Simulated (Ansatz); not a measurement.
C3H5FO (`CO/C=C/F`), relaxed with RKS PBE-D4/def2-SVP in Ansatz from a rough embedded geometry. The force threshold is 0.03 eV/Å; the program also tests the step.

Charge 0, multiplicity 1.

Start:

```xyz
10

C     0.935   -1.140   -0.034
O    -0.189   -0.831    0.834
C    -0.839    0.327    0.572
C    -0.586    1.329   -0.371
F    -1.325    2.379   -0.485
H     1.264   -2.136    0.293
H     0.527   -1.264   -1.061
H     1.676   -0.395    0.015
H    -1.622    0.511    1.360
H     0.160    1.220   -1.125
```

Problem. By how much does the energy fall, and how many steps does the optimiser take? (Estimate.)

Solution. Ansatz gave: 31.84 kJ/mol, in 4 steps.

Problem. Which bonds change most? (An estimate is asked.)

Solution. Ansatz gave: C1–H8 from 1.052 to 1.115 Å; C4–F5 from 1.289 to 1.351 Å; C3–C4 from 1.399 to 1.351 Å; C1–O2 from 1.453 to 1.414 Å.

Problem. Give the relaxed structure. (Estimate.)

Solution. Computed: 
```xyz
10

C     0.875   -1.141   -0.035
O    -0.190   -0.821    0.839
C    -0.834    0.349    0.611
C    -0.579    1.248   -0.365
F    -1.320    2.374   -0.455
H     1.285   -2.114    0.292
H     0.526   -1.227   -1.090
H     1.681   -0.372    0.005
H    -1.644    0.530    1.336
H     0.200    1.174   -1.138
```
